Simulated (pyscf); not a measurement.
Optimised with ωB97X-D3(BJ)/def2-SVP in PySCF.

Question: H₂N–SiH(NH₂)–Cl (SMILES N[SiH](N)Cl) + H₂ (SMILES [H][H]) → H₂N–SiH₂–Cl (SMILES N[SiH2]Cl) + NH₃ (SMILES N)
Surface: singlet. Broken: N–Si, H–H. Formed: H–Si, H–N. Give ΔE‡ and ΔE from ωB97M-D3(BJ)/def2-TZVP, relative to the separated reactants.

Answer: ΔE‡ = 2.01 eV, ΔE = +0.52 eV. Zero-point energy shifts the barrier by +0.16 eV. It is a four-centre exchange, with an imaginary mode of 1465i cm⁻¹. At the saddle there is also a short H–Si contact that neither side keeps. One saddle was located; it need not be the lowest between these sides.
